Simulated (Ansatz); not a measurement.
# SiHO (doublet): the correlation ladder, def2-TZVPP

The task here is to estimate one member of a computed series from the others.

Program: Ansatz 0.2.0, Gaussian basis. Level of theory: def2-TZVPP, core rule «outside noble gas», up to 6 orbitals frozen. These are calculated values, not measurements.

The runs, in order: UHF; ROHF; CCSD(T) on UHF.

2 further runs of the same task are left out: 2 set aside as unsound or not needed.

### The system

The geometry is a PBE0/def2-TZVP stationary point (not a proven minimum).

3 atoms, charge 0, spin multiplicity 2.

Atoms are counted from 1 here; the program's logs count them from 0.

Bond lengths: Si1–O2 1.523 Å, Si1–H3 1.528 Å. Angles: O2–Si1–H3 118.9°.

The first run:

Contents of in.yaml:

```yaml
crystal:
  periodic: [false, false, false]
  atoms:
    - {symbol: Si, position_ang: [0.000000, -0.101589, 0.514766]}
    - {symbol: O, position_ang: [0.000000, 0.107669, -0.993765]}
    - {symbol: H, position_ang: [0.000000, 1.121646, 1.430812]}
basis:
  gaussian: {orbitals: def2-TZVPP}
magnetization: {spin_polarized: true, initial_magnetization: 1}
hamiltonian: {xc: hf}
output: {orbitals: {seedname: orbitals}}
```

Command:

```
$ ansatz run in.yaml --threads 1 --pin off --events-out ev --progress --plain --max-ram 4096MiB --backend cpu
```

Steps of the session up to this table: UHF; ROHF; CCSD(T) on UHF.

One table of the session follows, with a row left open; its other results are not shown here.

| method | from UCCSD(T) (meV) |
| --- | --- |
| ROHF | +9980.6 |
| UHF | ? |
| UMP2 | +655.3 |
| UCCSD | +465.9 |
| UCCSD(T) | 0 |

Q: Estimate the row for UHF from the others.

The run gave: from UCCSD(T) (meV): +9852.8. In the column «from UCCSD(T) (meV)» it lies between UMP2 (+655.3) and ROHF (+9980.6).

With the free atoms at the same levels and basis (separate runs), the atomisation energy is 8.976 eV at UCCSD(T), 5.757 eV at ROHF.
